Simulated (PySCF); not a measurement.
## Al–CH$_{2}$, sextet: reading a ladder of total energies

Geometry: that of the Al–CH2, quartet, kept fixed. The quartet lies 6.0 eV lower here.

```xyz
4

Al    0.0000    0.0000    0.6950
C     0.0000    0.0000   -1.2528
H     0.0000    0.9163   -1.8387
H     0.0000   -0.9163   -1.8387
```

Basis 6-31G; PySCF 2.14.0. Correlated methods freeze the noble-gas cores, which leaves 9 electrons in 20 orbitals. R marks a restricted (for open shells ROHF) determinant, U an unrestricted one.

Full CI is exact within this basis and frozen core; it isn't the basis-set limit. The frozen core follows each run's orbitals, which can shift R against U totals by a few meV.

Restricted and unrestricted runs freeze slightly different cores, so the step to full CI, which has another core, is uncertain by up to 0.1 kcal/mol.

```json
{"level": "UHF", "total energy (hartree)": "-280.606616"}
{"level": "UMP2", "total energy (hartree)": "-280.666078"}
{"level": "UCCSD", "total energy (hartree)": "-280.683379"}
{"level": "UCCSD(T)", "total energy (hartree)": "-280.684244"}
{"level": "UCCSDT", "total energy (hartree)": "-280.684523"}
{"level": "full CI", "total energy (hartree)": "-280.684553"}
```

Problem. What is the correlation energy at full CI, and what share of it do UMP2 and UCCSD recover?

Solution. E(corr) = -280.684553 − (-280.606616) = -0.077937 hartree = -2.121 eV. UMP2: -0.059462 / -0.077937 = 76.29 %. UCCSD: -0.076763 / -0.077937 = 98.49 %.

Problem. By how many kcal/mol does UCCSD(T) miss full CI (1 hartree = 627.509 kcal/mol), and which steps make up the rest?

Solution. -280.684244 − (-280.684553) = 0.000309 hartree = 0.19 kcal/mol. Steps: UCCSDT − UCCSD(T) = -0.18, full CI − UCCSDT = -0.02 kcal/mol. That is within 1 kcal/mol of the reference in this basis, which itself misses far more of the correlation at the basis-set limit.
